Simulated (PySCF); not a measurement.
# The first ionisation energy along the third row

Calculated with PySCF 2.14 from differences of total energies of unrestricted determinants, without spin-orbit coupling. Values in eV. The last column holds reference values (NIST; (s) semi-empirical, (t) theoretical, else measured). Unmarked ones compare directly (S terms, centres of terms, or small fine structure); those marked * lie between the lowest fine-structure levels and include a spin-orbit shift.

| element | configurations | MP2 (valence) | SCS-MP2 (valence) | LDA | PBE | PBE0 | r2SCAN | reference |
| --- | --- | --- | --- | --- | --- | --- | --- | --- |
| Mg (aug-cc-pVTZ, non-relativistic) | [Ne] 3s2 → [Ne] 3s1 | 7.252 | 7.381 | 7.722 | 7.614 | 7.542 | 7.367 | 7.646 |
| Al (aug-cc-pV(T+d)Z, non-relativistic) | [Ne] 3s2 3p1 → [Ne] 3s2 | 5.824 | 5.809 | 6.029 | 6.071 | 6.089 | 6.164 | 5.977 |
| Si (aug-cc-pV(T+d)Z, non-relativistic) | [Ne] 3s2 3p2 → [Ne] 3s2 3p1 | 8.052 | 7.964 | 8.240 | 8.200 | 8.220 | 8.325 | 8.157 |
| P (aug-cc-pV(T+d)Z, non-relativistic) | [Ne] 3s2 3p3 → [Ne] 3s2 3p2 | 10.497 | 10.319 | 10.585 | 10.495 | 10.535 | 10.643 | 10.526 |
| S (aug-cc-pV(T+d)Z, non-relativistic) | [Ne] 3s2 3p4 → [Ne] 3s2 3p3 | 10.005 | 10.085 | 10.569 | 10.434 | 10.409 | 10.381 | 10.336 |
| Cl (aug-cc-pV(T+d)Z, non-relativistic) | [Ne] 3s2 3p5 → [Ne] 3s2 3p4 | 12.769 | 12.768 | 13.207 | 12.978 | 12.962 | 13.011 | 12.974 |
| Ar (aug-cc-pV(T+d)Z, non-relativistic) | [Ar] → [Ne] 3s2 3p5 | 15.745 | 15.641 | 15.999 | 15.714 | 15.725 | 15.773 | 15.819 |

Problem. Which of these methods has the smallest mean absolute error against the measured values here?

Solution. PBE, with 0.058 eV.

```json
{"method": "MP2 (valence)", "elements": "7", "mean error (eV)": "-0.184", "mean absolute error (eV)": "0.184", "largest error (eV)": "-0.394"}
{"method": "SCS-MP2 (valence)", "elements": "7", "mean error (eV)": "-0.210", "mean absolute error (eV)": "0.210", "largest error (eV)": "-0.265"}
{"method": "LDA", "elements": "7", "mean error (eV)": "0.131", "mean absolute error (eV)": "0.131", "largest error (eV)": "0.233"}
{"method": "PBE", "elements": "7", "mean error (eV)": "0.010", "mean absolute error (eV)": "0.058", "largest error (eV)": "-0.105"}
{"method": "PBE0", "elements": "7", "mean error (eV)": "0.007", "mean absolute error (eV)": "0.067", "largest error (eV)": "0.113"}
{"method": "r2SCAN", "elements": "7", "mean error (eV)": "0.033", "mean absolute error (eV)": "0.126", "largest error (eV)": "-0.279"}
```

Errors include the incompleteness of the basis and the frozen core.

"Valence" correlates the outer s and p shells and, in groups 3 to 12 and the f block, the outer d or f shell, open or full, or the next shell where the ion has no valence electron left; the wider scheme adds the next inner shell.
